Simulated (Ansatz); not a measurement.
## CrAuS2: computed properties

Computed with Ansatz, DFT PBEsol, scalar-relativistic, plane waves, PAW.

Plane waves to 420 eV, a k mesh through Γ of 12×12×12 on the computed 4-atom cell and Gaussian smearing (0.02 eV); collinear spin from starting moments 2.83 0 0 0 μB.

The structure is relaxed at this level of theory with its symmetry kept. Whether it is the stable form of this composition wasn't checked.

Space group R-3m:H (No. 166). a = 3.465 Å, b = 3.465 Å, c = 21.214 Å, α = 90.00°, β = 90.00°, γ = 120.00°
```
atom site symmetry x y z
  Cr    3b       -3m  0.6667  0.3333  0.8333
   S    6c        3m  0.0000  0.0000  0.8922
  Au    3a       -3m  0.0000  0.0000  0.0000
```

(1) Formation energy from the elements' standard states (uncorrected)?

(2) Kohn–Sham band gap?

(3) Löwdin character of the top 1 eV of the valence band?

(4) Löwdin character of the lowest 1 eV of the conduction band?

(5) Electron masses at the edge by Cartesian direction of the standard setting (m_e; degenerate bands sorted by energy; no spin-orbit coupling)?

(6) Hole masses at the edge by Cartesian direction of the standard setting (m_e; degenerate bands sorted by energy; no spin-orbit coupling)?

(7) Bulk modulus?

(8) Its pressure derivative?

(9) Bader charges (e)?

(10) Total moment?

(11) Site moments (μB; atoms counted from 1 over the whole cell)?

Spin-orbit coupling is left out, which matters for the bands of heavy elements.

Only this magnetic start was tried.

Answers

(1) -0.493 eV/atom.

(2) 0.21 eV, indirect from (0.328, 0.328, 0.490) to Γ.

(3) Cr 3d 62 %, S 3p 27 %.

(4) Cr 3d 67 %, S 3p 11 %, Au 6s 8 %, unprojected 8 % (semilocal functionals without a Hubbard U place empty 3d levels too low).

(5) x: 1.5; y: 1.5; z: 0.13.

(6) x: 1.9; y: 0.97; z: 0.54.

(7) 76 GPa.

(8) 2.5.

(9) Cr (1 in the cell) 1.25, S (2 in the cell) -0.69, Au (1 in the cell) 0.13.

(10) 3.00 μB per cell.

(11) Cr (atom 1) 2.57.